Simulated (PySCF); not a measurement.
2-methyl-1H-pyrrole, C₅H₇N.
SMILES: `Cc1ccc[nH]1`

Method: TDDFT CAM-B3LYP/def2-SVPD, vertical, gas phase, core orbitals frozen in the response in PySCF 2.14.0, density-fitted response routines. Geometry: PBE0-D3(BJ)/def2-SVP; no solvent, vibrations or thermal averaging.

Question: Predict the UV-vis stick spectrum at this level.

Answer: 

| state | E (eV) | ν̃ (cm⁻¹) | f | symmetry | main configurations (H = HOMO, L = LUMO) |
| --- | --- | --- | --- | --- | --- |
| S1 | 5.55 | 44800 | 0.0028 | A″ | H→L (93%) |
| S2 | 6.27 | 50540 | 0.218 | A′ | H→L+2 (95%) |
| S3 | 6.36 | 51310 | 0.0072 | A″ | H→L+1 (83%), H-1→L (8%) |
| S4 | 6.63 | 53450 | 0.0015 | – | H→L+3 (91%) |
| S5 | 6.70 | 54000 | 0.0005 | – | H-1→L+2 (54%), H→L+6 (43%) |
| S6 | 6.72 | 54210 | 0.0000 | – | H-1→L (80%) |

The lowest singlet lies at 5.55 eV (223 nm, ultraviolet) and is very weak; its leading configuration is HOMO→LUMO (93%). The most intense listed level is S2 at 6.27 eV (198 nm, f = 0.218), 0.71 eV above S1. Löwdin shares by element: HOMO carbon 80% or more (atoms not listed hold the other 21%); LUMO carbon 33% or more, hydrogen 28% or more (atoms not listed hold the other 39%). Of the 6 states listed, 1 reaches f = 0.01 and 2 stay under 0.0005. The listed states span 1.17 eV, and the widest gap between neighbours is 0.71 eV (S1 to S2). The oscillator strengths of these states sum to 0.230; summed over the whole spectrum of an exact calculation they would give the number of electrons, 44 (Thomas–Reiche–Kuhn). Symmetry labels in Cs follow from the direction of the transition dipole and are given only for states with f of 0.002 or more. The window holds the lowest 6 singlets.
